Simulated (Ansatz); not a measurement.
**Pulling the pair apart**

The pair of NH$_{4}$⁺ (SMILES [NH4+], atoms 1–5) and C$_{2}$H$_{4}$ (SMILES C=C, atoms 6–11), both closed shells, in one local arrangement (a lower one may exist), relaxed at PBE0-D4/def2-TZVP:

```xyz
11
angstrom
N 0.0862 -0.0819 -1.7165
H -0.8307 -0.3243 -2.0952
H 0.0340 -0.0312 -0.6640
H 0.3767 0.8228 -2.0906
H 0.7639 -0.7941 -1.9933
C 0.2489 -0.5157 1.4453
C -0.3899 0.6497 1.3604
H -0.2902 -1.4571 1.4952
H 1.3297 -0.5656 1.5390
H 0.1456 1.5942 1.3818
H -1.4743 0.7033 1.3377
```

C$_{2}$H$_{4}$ is shifted rigidly along the line between the mean atom positions of the two fragments (negative: closer). Counterpoise interaction energies in kcal/mol. Computed with Ansatz 0.2.0 (basis: def2-TZVPPD); correlated methods freeze the cores.

| shift (Å) | wB97M-V | MP2 | r2SCAN-D4 |
| --- | --- | --- | --- |
| -0.22 | -10.97 | -10.49 | -11.99 |
| -0.11 | -12.12 | -11.63 | -12.94 |
| 0.00 | -12.55 | -12.06 | -13.19 |
| 0.11 | -12.48 | -12.00 | -12.98 |
| 0.26 | -11.88 | -11.43 | -12.22 |
| 0.54 | -10.07 | -9.69 | -10.22 |
| 1.09 | -6.58 | -6.37 | -6.55 |
| 2.17 | -2.85 | -2.79 | -2.75 |

(1) What does CCSD(T) give at these shifts? (Judge from chemistry; the value comes from the calculation.)

T1 diagnostic: at most 0.009.

Results:

(1) By the calculation: -9.67, -10.92, -11.43, -11.45, -10.95, -9.33, -6.14, -2.70 kcal/mol. For zero shift, CCSD(T) at an estimated basis limit (MP2 extrapolated from triple and quadruple zeta, plus CCSD(T) − MP2 in triple zeta) gives -11.89 kcal/mol. These are counterpoise interaction energies, counted from the two frozen fragments.

For scale, one of the runs: CCSD(T)/def2-TZVPPD, 247 basis functions, launched by `ansatz run in.yaml --threads 4 --pin off --events-out ev --progress --plain --max-ram 9574MiB`. Time: 68 s of wall clock on 4 CPU threads of an Arm Neoverse V1; the host was shared. Peak host memory: 5.2 GiB.
